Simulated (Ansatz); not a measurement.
# Ansatz input wanted

The species is SiH2SF− (5 atoms), meant as a singlet with charge -1. SMILES of the parent species: `F[SiH2][S]`. The coordinates come from a PBE0-D4/def2-TZVP relaxation. That shape belongs to the parent species and isn't relaxed for this state.

```csv
atom,x (Å),y (Å),z (Å)
F,-0.3243,-0.0233,1.5854
Si,0.0860,-0.0810,0.0445
S,-1.1480,1.0613,-1.2110
H,-0.0235,-1.4931,-0.3910
H,1.4597,0.4626,-0.0693
```

Settings wanted:

```
basis set              : STO-3G
core potential         : none
integral approximation : none
task                   : energy
method                 : HF
dispersion             : none
reference              : RHF
relativity             : none
accuracy               : high
```

Problem. Write the Ansatz 0.2.0 input and the command.

Solution. This one ran through:

in.yaml:
```yaml
crystal:
  periodic: [false, false, false]
  atoms:
    - {symbol: F, position_ang: [-0.324300, -0.023300, 1.585400]}
    - {symbol: Si, position_ang: [0.086000, -0.081000, 0.044500]}
    - {symbol: S, position_ang: [-1.148000, 1.061300, -1.211000]}
    - {symbol: H, position_ang: [-0.023500, -1.493100, -0.391000]}
    - {symbol: H, position_ang: [1.459700, 0.462600, -0.069300]}
basis:
  gaussian:
    orbitals: STO-3G
accuracy: high
hamiltonian:
  xc: hf
total_charge: -1
```

```bash
$ ansatz run in.yaml --threads 1 --pin off --max-ram 2610MiB --events-out events.jsonl --progress --plain --runs-dir runs
```

Calculated total energy: -777.82127 Eh. Without diffuse functions such a state is poorly described.
